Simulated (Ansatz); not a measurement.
(NaH)2 ring (Na₂H₂): single points at one geometry.

```yaml
crystal:
  periodic: [false, false, false]
  atoms:
    - {symbol: Na, position_ang: [1.089681, 0.624357, -0.624837]}
    - {symbol: H, position_ang: [-0.690587, 1.390665, 0.184871]}
    - {symbol: Na, position_ang: [-1.089920, -0.624521, 0.624350]}
    - {symbol: H, position_ang: [0.690816, -1.390501, -0.184394]}
basis:
  gaussian: {orbitals: def2-TZVP, initial_orbitals: start.molden}
hamiltonian: {xc: {name: r2SCAN0}, dispersion: d4}
scf: {omitted_lower_state_checks: [starts]}
output: {orbitals: {seedname: orbitals}}
```

The file start.molden holds the orbitals of an earlier run on this structure, at another level or in another basis.

```sh
$ ansatz run in.yaml --threads 4 --pin off --events-out ev --progress --plain --max-ram 3916MiB
```

Shortened log:

```
Functional definition: r2SCAN0
660 factors; their error is unknown
mean field evaluation 1: about -8861.9345 eV, gradient 2.7e0 eV
mean field evaluation 2: about -8861.9519 eV, gradient 2.8e-2 eV
mean field evaluation 4: about -8862.0059 eV, gradient 3.5e-5 eV
mean field -8862.00594818 eV, -325.6727117123 hartree, gradient 4.0e-5 eV, S^2 0.000000; 0 other end points of the search recorded, 0 dependent functions left out
reference -8862.00596400 eV, -325.6727122936 hartree; 12, 12 occupied and 64, 64 virtual orbitals, 660 factors
Total energy: -8862.02637866 eV, -325.6734625184 hartree
Checks for a lower state left out: starts
```

Run time 1.7 s (4 threads of Intel Xeon on a shared host).

The first input with `correlation: {method: mp2}` and without the key `hamiltonian` (abridged; 0.66 s):

```
Functional definition: HF
mean field -8839.11665074 eV, -324.8315455462 hartree, gradient 5.6e-7 eV, S^2 0.000000
2 core orbitals not correlated: weight in the atoms' cores, before any rotation towards them, 1.000 or more for the frozen orbitals, at most 0.000 for the correlated occupied ones
second order -10.15007382 eV of doubles, -0.00000000 eV of singles
Total energy: -8849.26672456 eV, -325.2045538790 hartree
Checks for a lower state left out: starts
```

The first input with `gaussian: {orbitals: def2-SVP, initial_orbitals: start.molden}`, `hamiltonian: {xc: pbe, dispersion: d4}` (abridged; 0.6 s):

```
Functional definition: PBE
mean field -8854.17049667 eV, -325.3847641802 hartree, gradient 1.5e-5 eV, S^2 0.000000
Total energy: -8854.24688726 eV, -325.3875714828 hartree
Checks for a lower state left out: starts
```

The first input with `hamiltonian: {xc: {name: B2PLYP}}` and without the key `output` (abridged; 1.5 s):

```
Functional definition: B2PLYP
mean field -8857.03561689 eV, -325.4900554065 hartree, gradient 1.8e-6 eV, S^2 0.000000
2 core orbitals not correlated: weight in the atoms' cores, before any rotation towards them, 1.000 or more for the frozen orbitals, at most 0.000 for the correlated occupied ones
second order -11.57171051 eV of doubles, -0.00000000 eV of singles
Total energy: -8860.16013057 eV, -325.6048791662 hartree
Checks for a lower state left out: starts
```

Geometry: PBE0-D4/def2-TZVP.

Correlated methods freeze 2 core orbitals; core or outer-core shells of Na are correlated, in sets that lack core-valence functions.
